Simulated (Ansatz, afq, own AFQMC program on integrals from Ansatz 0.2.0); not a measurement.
# AlH$_{3}$⁺, doublet: AFQMC among the cluster methods

```yaml
atoms:
  - { symbol: Al, position_ang: [0.0000, 0.1347, 0.0000] }
  - { symbol: H, position_ang: [0.0000, 0.5333, -3.6577] }
  - { symbol: H, position_ang: [0.0000, 0.5334, 3.6577] }
  - { symbol: H, position_ang: [0.0000, -4.6736, 0.0000] }
```

Basis cc-pVDZ. Only valence electrons are correlated. Ansatz 0.2.0 and our own AFQMC program on the same integrals; the CISD trial comes from CCSD amplitudes, and released means the phaseless constraint is let go. Uncertainties: one standard error, sampling alone.

Determinant: UHF, the one that the program's search chose, which needn't be the lowest solution. The geometry is a point of a scan.

Full CI on the same integrals is exact in this basis and with this determinant's frozen core.

Cautions: unrestricted determinant spin contaminated (⟨S²⟩ 1.75 against 0.75); the CCSDTQ amplitudes may be one of several solutions (largest double 0.54); the next higher spin lies close (within 5 meV by full CI).

The T1 diagnostic is 0.0057 and the weight of the determinant in the CISD state is 0.943. The ⟨S²⟩ of the determinant is 1.751 and the size of the correlated space is 5 electrons in 28 orbitals.

| level | correlation energy (eV) |
| --- | --- |
| MP2 | -0.6881 |
| CCSD | -1.0560 |
| CCSD(T) | -1.0566 |

Problem. Estimate where AFQMC with the constraint released lies against CCSD(T) on the same integrals.

Solution. 0.1 ± 0.01 kJ/mol below CCSD(T).

Reference: full CI, correlation energy -1.057 eV. The released energy is read at 2.40 1/Eh (meV from the phaseless value at times in 1/Eh: -0.18 ± 0.14 at 0.24, -0.22 ± 0.13 at 0.51, -1.6 ± 1.1 at 0.99, -0.54 ± 0.07 at 1.62, -0.71 ± 0.09 at 2.40). The cautions show a poor starting determinant, so the rows tell how each method copes with it here, and full CI is the sure value.

```csv
level,E − E(reference) (kJ/mol),share of correlation (%)
CCSD(T),0.1,99.94
CCSDT,0.0,99.98
CCSDT(Q),0.0,99.99
CCSDTQ,0.0,100.00
ph-AFQMC/CISD,0.1 ± 0.01,99.93
released AFQMC,0.0 ± 0.01,99.99
```

CCSDT and higher add their correlation energy to the determinant of the CCSD(T) run, since their own runs factorise the integrals more tightly (a shift of under 2 meV). Released energies are given only where the last usable release times agree within the noise; a slower fall can still hide under it.
